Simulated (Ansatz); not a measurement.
Frontier orbitals of C₃H₄ (`C1=CC1`).

```tsv
atom	x (Å)	y (Å)	z (Å)
C1	-0.554	-0.511	-0.448
C2	0.700	-0.226	-0.477
C3	-0.093	0.468	0.588
H4	-1.395	-1.052	-0.847
H5	1.674	-0.354	-0.919
H6	-0.336	1.525	0.476
H7	0.004	0.150	1.626
```

Charge 0, multiplicity 1. The structure was optimised at the PBE0-D4/def2-TZVP level. Basis def2-TZVPP, the Gaussian-basis code of Ansatz.

Orbital energies of one run (eV). Highest occupied ones, from the top: -6.04, -7.10, -8.36, -10.63, -12.35, -13.84, -14.66, -21.77, -269.46, -269.56, -269.59. Empty: -0.88, 1.39, 1.50, 1.85, 2.63, 3.15.

Which functional gave them?
A. CAM-B3LYP
B. r2SCANh
C. revPBE
D. ωB97M-V

C. HOMO energies: revPBE -6.04, CAM-B3LYP -8.59, ωB97M-V -9.49, r2SCANh -6.69 eV.
